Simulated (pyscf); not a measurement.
Structures and frequencies: ωB97X-D3(BJ)/def2-SVP in PySCF.

### Question
Estimate the classical barrier height and the reaction energy of H₃C–Ga(CH₃)–NH₂ (SMILES [CH3][Ga]([CH3])[NH2]) → CH₄ (SMILES C) + H₃C–Ga=NH (SMILES [CH3][Ga]=[NH]) at ωB97M-D3(BJ)/def2-TZVP. The step runs on the singlet surface, breaks C–Ga, H–N and forms C–H; take the reactant's lowest minimum found as zero.

### Answer
ΔE‡ = 3.32 eV, ΔE = +2.24 eV. Zero-point energy shifts the barrier by -0.15 eV. It is an elimination, with an imaginary mode of 1608i cm⁻¹. One saddle was located; it need not be the lowest between these sides. Elements up to Kr have no core potential and no relativistic terms here.
